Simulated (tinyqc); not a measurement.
Pariser-Parr-Pople SCF with singles CI, for the molecule C=CC=C (SMILES; centres numbered as the heavy atoms are written), step by step. Computed by tinyqc, a small Python program that keeps every step. Settings: charge = 0, gamma = MN, start = huckel, damping = 0, iteration cap = 88, excitations kept = 9. Command: `OMP_NUM_THREADS=1 python tinyqc.py 26982 26983 out.jsonl` (the two numbers bound the seeds that draw the settings). One thread of a shared host (Intel(R) Xeon(R) Processor @ 2.60GHz), about 0.01 s of CPU time with the checks. Later iterations appear only in the table of the cycle.

## PPP integrals

Centres (angstrom, eV; a flat drawing with bonds scaled to 1.40 angstrom):
```
centre          x          y  core charge z          W   gamma_rr
1C      -1.848000  -0.127000              1  11.160000  11.130000
2C      -0.559000   0.421000              1  11.160000  11.130000
3C       0.559000  -0.421000              1  11.160000  11.130000
4C       1.848000   0.127000              1  11.160000  11.130000
```

Resonance integrals (eV):
```
i  j       beta
1  2  -2.600000
2  3  -2.600000
3  4  -2.600000
```

Mataga-Nishimoto: gamma = 14.399645/(R + a), a = 2 x 14.399645/(gamma_rr + gamma_ss); H_rr = -W_r - sum_(s != r) z_s gamma_rs; H_rs = beta for bonds.

repulsion gamma_rs (eV), order 1C, 2C, 3C, 4C:
```
[[11.130000, 5.344246, 3.872270, 2.880801],
 [5.344246, 11.130000, 5.346327, 3.872270],
 [3.872270, 5.346327, 11.130000, 5.344246],
 [2.880801, 3.872270, 5.344246, 11.130000]]
```

core matrix H (eV), order 1C, 2C, 3C, 4C:
```
[[-23.257317, -2.600000, 0.000000, 0.000000],
 [-2.600000, -25.722843, -2.600000, 0.000000],
 [0.000000, -2.600000, -25.722843, -2.600000],
 [0.000000, 0.000000, -2.600000, -23.257317]]
```

## Starting guess

pi electrons, sum of z_r less the charge = 4

Orbitals of the Hueckel matrix of the beta values.

P at the start, order 1C, 2C, 3C, 4C:
```
[[1.000000, 0.894427, 0.000000, -0.447214],
 [0.894427, 1.000000, 0.447214, 0.000000],
 [0.000000, 0.447214, 1.000000, 0.894427],
 [-0.447214, 0.000000, 0.894427, 1.000000]]
```

## Iteration 1: Fock matrix

F_rr = H_rr + P_rr gamma_rr / 2 + sum_(s != r) P_ss gamma_rs; F_rs = H_rs - P_rs gamma_rs / 2; E = tr P (H + F) / 2 + core repulsion sum_(r<s) z_r z_s gamma_rs.

F (eV), order 1C, 2C, 3C, 4C:
```
[[-5.595000, -4.990020, 0.000000, 0.644167],
 [-4.990020, -5.595000, -3.795475, 0.000000],
 [0.000000, -3.795475, -5.595000, -4.990020],
 [0.644167, 0.000000, -4.990020, -5.595000]]
```

pi energy = -50.235663 eV

## Iteration 1: orbitals and new P

Diagonalise F (the basis is taken as orthonormal) and form P = 2 sum c c over the lowest orbitals.

orbital energies (eV): [-12.632147, -9.480838, -1.709162, 1.442147]

P after iteration 1, order 1C, 2C, 3C, 4C:
```
[[1.000000, 0.913673, 0.000000, -0.406450],
 [0.913673, 1.000000, 0.406450, 0.000000],
 [0.000000, 0.406450, 1.000000, 0.913673],
 [-0.406450, 0.000000, 0.913673, 1.000000]]
```

## Iteration 2: Fock matrix

As before.

F (eV), order 1C, 2C, 3C, 4C:
```
[[-5.595000, -5.041447, 0.000000, 0.585450],
 [-5.041447, -5.595000, -3.686506, 0.000000],
 [0.000000, -3.686506, -5.595000, -5.041447],
 [0.585450, 0.000000, -5.041447, -5.595000]]
```

pi energy = -50.266675 eV

## Iteration 2: orbitals and new P

As before.

orbital energies (eV): [-12.620799, -9.519743, -1.670257, 1.430799]

P after iteration 2, order 1C, 2C, 3C, 4C:
```
[[1.000000, 0.920767, 0.000000, -0.390114],
 [0.920767, 1.000000, 0.390114, 0.000000],
 [0.000000, 0.390114, 1.000000, 0.920767],
 [-0.390114, 0.000000, 0.920767, 1.000000]]
```

## Convergence

Stop when output and input P, before any damping, agree to 1e-7.

Course of the cycle:
```
iteration        E (eV)  largest |P(out) - P(in)|
1          -50.23566319                  4.08e-02
2          -50.26667513                  1.63e-02
3          -50.27151505                  6.45e-03
4          -50.27226162                  2.53e-03
5          -50.27237627                  9.93e-04
6          -50.27239385                  3.89e-04
7          -50.27239654                  1.52e-04
8          -50.27239695                  5.95e-05
9          -50.27239702                  2.33e-05
10         -50.27239703                  9.12e-06
11         -50.27239703                  3.57e-06
12         -50.27239703                  1.40e-06
13         -50.27239703                  5.46e-07
14         -50.27239703                  2.14e-07
15         -50.27239703                  8.37e-08
```

Converged in 15 iterations.

## Converged orbitals

Charges are z - P_rr.

orbital energies (eV): [-12.611266, -9.543434, -1.646566, 1.421266]

coefficients, order 1C, 2C, 3C, 4C:
```
[[0.393859, 0.587260, 0.587260, -0.393859],
 [0.587260, 0.393859, -0.393859, 0.587260],
 [0.587260, -0.393859, -0.393859, -0.587260],
 [0.393859, -0.587260, 0.587260, 0.393859]]
```

pi charges: [0.000000, 0.000000, 0.000000, 0.000000]

## Singles CI, singlets

Over the 4 single excitations with the smallest orbital gaps: A = (e_a - e_i) delta + 2 (ia|jb) - (ij|ab), with (pq|rs) = sum c_mp c_mq gamma_mn c_nr c_ns. f = 2/3 w |mu|^2 in atomic units, mu = sqrt2 sum c_ia sum_m c_mi c_ma R_m.

singlet CI matrix (eV), order 2>3, 1>3, 2>4, 1>4:
```
[[5.650072, 0.000000, 0.000000, -0.344502],
 [0.000000, 7.646201, -0.763039, 0.000000],
 [0.000000, -0.763039, 7.646201, 0.000000],
 [-0.344502, 0.000000, 0.000000, 10.382240]]
```

singlet excitation energies (eV): [5.625124, 6.883162, 8.409240, 10.407188]

oscillator strengths: [1.195242, 0.000000, 0.000000, 0.346004]

## Singles CI, triplets

Over the 4 single excitations with the smallest orbital gaps: A = (e_a - e_i) delta - (ij|ab), with (pq|rs) = sum c_mp c_mq gamma_mn c_nr c_ns.

triplet CI matrix (eV), order 2>3, 1>3, 2>4, 1>4:
```
[[1.798761, 0.000000, 0.000000, 1.816479],
 [0.000000, 5.066684, 1.816479, 0.000000],
 [0.000000, 1.816479, 5.066684, 0.000000],
 [1.816479, 0.000000, 0.000000, 7.466593]]
```

triplet excitation energies (eV): [1.266570, 3.250205, 6.883162, 7.998784]
